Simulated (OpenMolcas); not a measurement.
# OH (SMILES [OH]), step by step

We compute a single-point energy (doublet OH, ROHF/ANO-RCC-MB), then a single-point energy (doublet OH, CASSCF(7,5)/ANO-RCC-VQZP), then a single-point energy (doublet OH, CASPT2(7,5)/ANO-RCC-VQZP), then a single-point energy (quartet OH, CASPT2(7,5)/ANO-RCC-VQZP) of HO. 

The calculation is run with OpenMolcas 26.06.

## Step 1: The structure to begin with

OH: 2 atoms, total charge 0, spin state doublet. SMILES: `[OH]`. The coordinates come from a PBE0-D4/def2-TZVP relaxation.

Bond lengths: O1–H2 0.973 Å.

## Step 2: A single-point energy at ROHF/ANO-RCC-MB (DKH2) (run 1)

step1.inp reads:

```
&gateway
coord
2
angstrom
O        0.415880      -0.133150       0.214550
H       -0.415880       0.133150      -0.214550
basis = ANO-RCC-MB
group = NoSym
&seward
&scf
uhf
spin = 2
prorbitals = 0
&rasscf
fileorb = $Project.UnaOrb
spin = 2
nactel = 1 0 0
inactive = 4
ras2 = 1
outorbitals = Canonical
orblisting = Nothing
```

On the command line:

```
$ export MOLCAS_MEM=1860
$ pymolcas step1.inp > step1.log
```

Log:

```text
--- Start Module: gateway ---
[...]
--- Stop Module: gateway /rc=_RC_ALL_IS_WELL_ ---
[...]
      Basis functions            6
[...]
--- Start Module: scf ---
[...]
       Convergence after   8 Iterations
[...]
::    Total SCF energy                                -75.4040669088
[...]
      Total spin, S                                     0.5012201391
[...]
--- Stop Module: scf /rc=_RC_ALL_IS_WELL_ ---
--- Start Module: rasscf ---
[...]
      Number of active orbitals                  1
[...]
      Spin quantum number                      0.5
[...]
      Active orbitals                            1
[...]
      Number of CSFs                             1
[...]
      Number of root(s) required                 1
[...]
      Convergence after  5 iterations
[...]
      printout of CI-coefficients larger than  0.05 for root  1
      energy=     -75.403223
      conf/sym  1     Coeff  Weight
             1  u   1.00000 1.00000
      Natural orbitals and occupation numbers for root  1
      sym 1:   1.000000
      ************************************************************************************************************************
      *                                                    Final results                                                     *
[...]
::    RASSCF root number  1 Total energy:    -75.40322292
[...]
      Total electronic charge=    9.000000
      Total            charge=   -0.000000
[...]
      Dipole Moment (debye):
      Origin of the operator (angstrom)=    0.3666   -0.1174    0.1891
                   X= -1.5089E+00               Y=  4.8309E-01               Z= -7.7842E-01           Total=  1.7652E+00
      Quadrupole Moment (debye*angstrom):
[...]
--- Stop Module: rasscf /rc=_RC_ALL_IS_WELL_ ---
[...]
```

Wall time 3.3 s (1 thread of Intel Xeon Platinum 8259CL at 2.50GHz (Skylake/Cascade Lake), shared host); peak memory 0.37 GiB.

## Step 3: A single-point energy at CASSCF(7,5)/ANO-RCC-VQZP (DKH2, RICD fitting) (run 2)

step2.input reads:

```
&GATEWAY
Coord
2
angstrom
O        0.415880      -0.133150       0.214550
H       -0.415880       0.133150      -0.214550
Basis = ANO-RCC-MB
Group = NoSym
&SEWARD
&RASSCF
FileOrb = $CurrDir/step1.RasOrb
Spin = 2
Nactel = 7 0 0
Inactive = 1
Ras2 = 5
OrbListing = Nothing
>>> COPY $Project.RunFile RUNFIL1
>>> COPY $Project.RasOrb INPORB
&GATEWAY
Coord
2
angstrom
O        0.415880      -0.133150       0.214550
H       -0.415880       0.133150      -0.214550
Basis = ANO-RCC-VQZP
Group = NoSym
RICD
&SEWARD
>>> COPY $Project.RunFile RUNFIL2
&EXPBAS
&RASSCF
FileOrb = $Project.ExpOrb
Spin = 2
Nactel = 7 0 0
Inactive = 1
Ras2 = 5
OrbListing = Nothing
```

On the command line:

```
$ export MOLCAS_MEM=1860
$ pymolcas step2.input > step2.log
```

Log:

```text
--- Start Module: gateway ---
[...]
--- Stop Module: gateway /rc=_RC_ALL_IS_WELL_ ---
[...]
      Basis functions            6
[...]
      Number of active orbitals                  5
[...]
      Spin quantum number                      0.5
[...]
      Active orbitals                            5
[...]
      Number of CSFs                            40
[...]
      Number of root(s) required                 1
[...]
      Convergence after  4 iterations
[...]
      printout of CI-coefficients larger than  0.05 for root  1
      energy=     -75.425161
      conf/sym  11111     Coeff  Weight
             1  222u0  -0.66335 0.44004
             3  22u20  -0.73880 0.54583
            22  202u2  -0.07209 0.00520
            35  20u22  -0.08029 0.00645
      Natural orbitals and occupation numbers for root  1
      sym 1:   1.998935   1.975263   1.000000   1.999455   0.026347
      ************************************************************************************************************************
      *                                                    Final results                                                     *
[...]
::    RASSCF root number  1 Total energy:    -75.42516077
[...]
      Basis functions           85
[...]
--- Start Module: expbas ---
[...]
--- Stop Module: expbas /rc=_RC_ALL_IS_WELL_ ---
--- Start Module: rasscf ---
[...]
      Convergence after 12 iterations
[...]
      Natural orbitals and occupation numbers for root  1
      sym 1:   1.998977   1.976822   1.999753   1.000000   0.024448
      ************************************************************************************************************************
      *                                                    Final results                                                     *
[...]
::    RASSCF root number  1 Total energy:    -75.49963553
[...]
      Total electronic charge=    9.000000
      Total            charge=   -0.000000
[...]
      Dipole Moment (debye):
      Origin of the operator (angstrom)=    0.3666   -0.1174    0.1891
                   X= -1.3968E+00               Y=  4.4721E-01               Z= -7.2060E-01           Total=  1.6341E+00
      Quadrupole Moment (debye*angstrom):
[...]
--- Stop Module: rasscf /rc=_RC_ALL_IS_WELL_ ---
[...]
```

Wall time 11 s (1 thread of Intel Xeon Platinum 8259CL at 2.50GHz (Skylake/Cascade Lake), shared host); peak memory 0.38 GiB.

Run 3 isn't shown in full; the table further down has it.

## Step 4: The quartet: a single-point energy at CASPT2(7,5)/ANO-RCC-VQZP (DKH2, RICD fitting, ipea shift 0.25 Eh, pt2 variant SS) (run 4)

step4.input reads:

```
>>> EXPORT MOLCAS_PRINT=2

&GATEWAY
  Coord
  2
  angstrom
  O        0.415880      -0.133150       0.214550
  H       -0.415880       0.133150      -0.214550
  Basis
  ANO-RCC-VQZP
  Group
  NoSym
  RICD

&SEWARD

&RASSCF
  FileOrb
  $CurrDir/step2.RasOrb
  Spin
  4
  Nactel
  7 0 0
  Inactive
  1
  Ras2
  5
  OrbListing
  Nothing

&CASPT2
  Imaginary
  0.2
```

On the command line:

```
$ export MOLCAS_MEM=1860
$ pymolcas step4.input > step4.log
```

Log:

```text
--- Start Module: gateway ---
[...]
--- Stop Module: gateway /rc=_RC_ALL_IS_WELL_ ---
[...]
      Basis functions           85
[...]
--- Start Module: rasscf ---
[...]
      Number of active orbitals                  5
[...]
      Spin quantum number                      1.5
[...]
      Active orbitals                            5
[...]
      Number of CSFs                            10
[...]
      Number of root(s) required                 1
[...]
      Convergence after 18 iterations
[...]
      printout of CI-coefficients larger than  0.05 for root  1
      energy=     -75.245022
      conf/sym  11111     Coeff  Weight
             1  22uuu   1.00000 1.00000
      Natural orbitals and occupation numbers for root  1
      sym 1:   2.000000   2.000000   1.000000   1.000000   1.000000
      ************************************************************************************************************************
      *                                                    Final results                                                     *
[...]
::    RASSCF root number  1 Total energy:    -75.24502239
[...]
      Total electronic charge=    9.000000
      Total            charge=   -0.000000
[...]
      Dipole Moment (debye):
      Origin of the operator (angstrom)=    0.3666   -0.1174    0.1891
                   X=  2.9051E+00               Y= -9.3011E-01               Z=  1.4987E+00           Total=  3.3987E+00
      Quadrupole Moment (debye*angstrom):
[...]
--- Stop Module: rasscf /rc=_RC_ALL_IS_WELL_ ---
[...]
--- Start Module: caspt2 ---
[...]
      E2 (Variational):          -0.1777520638
      Total energy:             -75.4227744510
[...]
      Reference weight:           0.96368
[...]
::    CASPT2 Root  1     Total energy:    -75.42277445
[...]
--- Stop Module: caspt2 /rc=_RC_ALL_IS_WELL_ ---
[...]
```

Run time: 11 s. Hardware: 1 thread of Intel Xeon Platinum 8259CL at 2.50GHz (Skylake/Cascade Lake), shared host; peak memory 0.084 GiB.

## Step 5: The series

| run | level | integral approximation | active rule | partner | energy (Eh) | dipole moment (D) of the reference | wall time |
| --- | --- | --- | --- | --- | --- | --- | --- |
| 1 | ROHF/ANO-RCC-MB (DKH2) | none | – | base | -75.403223 | 1.77 | 3.3 s |
| 2 | CASSCF(7,5)/ANO-RCC-VQZP (DKH2, RICD fitting) | RICD | full valence | base | -75.499636 | 1.63 | 11 s |
| 3 | CASPT2(7,5)/ANO-RCC-VQZP (DKH2, RICD fitting, ipea shift 0.25 Eh, pt2 variant SS) | RICD | full valence | base | -75.699275 | 1.63 | 8.1 s |
| 4 | CASPT2(7,5)/ANO-RCC-VQZP (DKH2, RICD fitting, ipea shift 0.25 Eh, pt2 variant SS) | RICD | full valence | other spin | -75.422774 | 3.40 | 11 s |

## Step 6: Outcome

| quantity | value |
| --- | --- |
| quartet: total energy | -75.42277 Eh |
| quartet: dipole moment (CASSCF density) | 3.40 D |
| vertical energy of the quartet above the doublet | 7.524 eV |

In words: At this shape the quartet lies 7.52 eV (174 kcal/mol) above the doublet. In run 1 the basis is minimal, so the values are rough. All runs together took 33 s, the longest 11 s.
